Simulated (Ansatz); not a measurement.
Relaxation of CH$_{3}$OSi (6 atoms, charge -1, multiplicity 1), to a largest force component of 0.02 eV/Å in at most 50 steps.

Level of theory: Ansatz 0.2.0, RKS LDA/def2-TZVP.

```xyz
6
Properties=species:S:1:pos:R:3
C 0.046 -0.162 -0.611
O -0.957 -0.559 0.323
Si -0.351 1.005 0.785
H -0.378 -0.030 -1.619
H 0.880 -0.881 -0.639
H 0.761 0.628 1.761
```

Task: Where does it end, and by what steps?

Result: The forces met the threshold. Limits of this set-up: an anion without diffuse functions, the dipole of an ion depends on the origin. After 5 steps the energy has fallen by 0.074 eV; H5 moved furthest, 0.09 Å.

| step | energy less start (eV) | largest force component (eV/Å) | accepted |
| --- | --- | --- | --- |
| 0 | 0.0000 | 1.082 | yes |
| 1 | -0.0565 | 0.580 | yes |
| 2 | -0.0703 | 0.208 | yes |
| 3 | -0.0733 | 0.077 | yes |
| 4 | -0.0735 | 0.061 | yes |
| 5 | -0.0737 | 0.002 | yes |

```xyz
6
Properties=species:S:1:pos:R:3
C 0.004 -0.193 -0.604
O -0.990 -0.564 0.322
Si -0.379 1.041 0.782
H -0.360 -0.032 -1.638
H 0.915 -0.822 -0.575
H 0.810 0.570 1.714
```

Whether the end is a true minimum wasn't checked by a vibrational analysis.

Run time: 9 s on 2 threads of Intel(R) Xeon(R) Platinum 8488C (Sapphire Rapids) (shared host), peak memory 0.18 GiB.
